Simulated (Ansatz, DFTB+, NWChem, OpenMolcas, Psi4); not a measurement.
# Strength of the C–S bond: C2H2S → C2H + HS

Species: C2H2S `C#CS`, singlet; C2H `[C]#C`, doublet; HS, doublet. 

Shapes, held fixed at every level: PBE0-D4/def2-TZVP. Programs: Ansatz 0.2.0, DFTB+ 25.1, NWChem 7.3.0, OpenMolcas 26.06, Psi4 1.11. A level may come from different programs for different species; with the same settings they agree closely. The zero-point and thermal change to 298 K, harmonic and unscaled (PBE0-D4/def2-TZVP), is -11.0 kJ/mol.

```
                             level                    kind  ΔH(298 K) (kJ/mol)
                      DFTB3-D3(BJ)          semi-empirical              +527.1
                       HF/def2-SVP            Hartree–Fock              +287.2
                     HF/def2-TZVPP            Hartree–Fock              +294.1
                 PBE-D4/def2-TZVPP                     GGA              +478.1
B3LYP/6-31G* (Cartesian functions)           global hybrid              +436.3
             r2SCAN0-D4/def2-TZVPP           global hybrid              +441.0
                wB97M-V/def2-TZVPP  range-separated hybrid              +470.2
                wB97X-V/def2-TZVPP  range-separated hybrid              +468.2
                 B2PLYP/def2-TZVPP           double hybrid              +454.3
```

B2PLYP/def2-TZVPP gives ΔH(298 K) = +454.3 kJ/mol; the levels span +287.2 to +527.1. DFTB3-D3(BJ) strays far from the other rows. The median of the levels is +454.3. Hartree–Fock misses the correlation of the pair that is broken and comes out low. No measured value is set beside it here. Spin contamination: C2H (⟨S²⟩ up to 1.11). Open shells run unrestricted.
